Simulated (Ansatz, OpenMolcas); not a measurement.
# From Ansatz to OpenMolcas

Ansatz 0.2.0 runs this on CH5Si (SMILES C[SiH2]):

molecule.yaml:
```yaml
crystal:
  periodic: [false, false, false]
  atoms:
    - {symbol: C, position_ang: [-0.122600, -0.803200, 0.095200]}
    - {symbol: Si, position_ang: [0.176200, 1.034800, 0.314000]}
    - {symbol: H, position_ang: [-0.204800, -1.054900, -0.966600]}
    - {symbol: H, position_ang: [0.699200, -1.383300, 0.519500]}
    - {symbol: H, position_ang: [-1.047100, -1.107700, 0.589500]}
    - {symbol: H, position_ang: [-0.951500, 1.846400, -0.225700]}
    - {symbol: H, position_ang: [1.450600, 1.468000, -0.326000]}
basis:
  gaussian:
    orbitals: aug-cc-pVDZ
magnetization:
  spin_polarized: true
  initial_magnetization: 1
hamiltonian:
  xc: {name: revPBE}
accuracy: high
output: {orbitals: {seedname: orbitals}}
```

```bash
$ ansatz run molecule.yaml --threads 1 --pin off --max-ram 3480MiB --events-out events.jsonl --progress --plain --runs-dir runs
```

Geometry: relaxed at PBE0-D4/def2-TZVP.

It gives a total energy of -330.482616 Eh.

Task: How is this level of theory, on these atoms, set up in OpenMolcas 26.06 as an input file of the program's own, asking for the gradient?

Result: One way, which was run:

job.input:
```
&GATEWAY
 BasLib=$CurrDir
 Coord
 7
 bohr
 C     -0.23168042    -1.51782802     0.17990193
 Si     0.33296974     1.95548859     0.59337400
 H     -0.38701591    -1.99347209    -1.82660927
 H      1.32129651    -2.61405815     0.98171272
 H     -1.97873223    -2.09324963     1.11399355
 H     -1.79807441     3.48919032    -0.42651119
 H      2.74123672     2.77411795    -0.61605072
 Basis=aug-cc-pVDZ
 Group=NoSym

&SEWARD
 GridInput
 Grid=UltraFine
 End of Grid

&SCF
 UHF
 Spin=2
 KSDFT=revPBE
 Thresholds=1e-10 1e-07 1e-07 1e-05
 PrOrbitals=1 2

&ALASKA
```

```bash
$ export MOLCAS_MEM=1860
$ pymolcas job.input > job.log
```

(Basis files named in the input come from the Basis Set Exchange and aren't shown.)

Its energy is -330.482615 Eh, the same as the first but for the last digit, at most.
